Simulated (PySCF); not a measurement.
N₂O, SMILES N#[N+][O-]. Atoms are numbered in the order given.

```xyz
3

N      0.0000     0.0000    -1.1894
N      0.0000     0.0000    -0.0713
O      0.0000     0.0000     1.1031
```

Coordinates come from a PBE0-D3(BJ)/def2-TZVP optimisation.

Lowest vertical singlet excitation by several levels in PySCF, with rough processor times relative to the cheapest run on one machine. Each run also gave further roots (ADC and EOM-CCSD ionised and attached states too); roots are paired by order and the bases differ. EOM-CCSD serves as a yardstick, not as the true value; all levels that ended soundly for this molecule are listed, with differences from unrounded values.

```tsv
level	relative cost
TDA-PBE/def2-TZVPD	1
ADC(2)/aug-cc-pVDZ	2
TDA-ωB97X/def2-TZVPD	2
EOM-CCSD/aug-cc-pVDZ	5
```

Computed S1 at each level and its distance from EOM-CCSD:
```tsv
level	S1 (eV)	S1 minus EOM-CCSD (eV)
TDA-PBE/def2-TZVPD	7.01	-0.30
ADC(2)/aug-cc-pVDZ	7.30	-0.01
TDA-ωB97X/def2-TZVPD	6.78	-0.53
EOM-CCSD/aug-cc-pVDZ	7.31	0.00
```

Problem. Which is the cheapest level here that lands within 0.2 eV of EOM-CCSD?

Solution. ADC(2)/aug-cc-pVDZ, at about 30 % of the cost of EOM-CCSD.
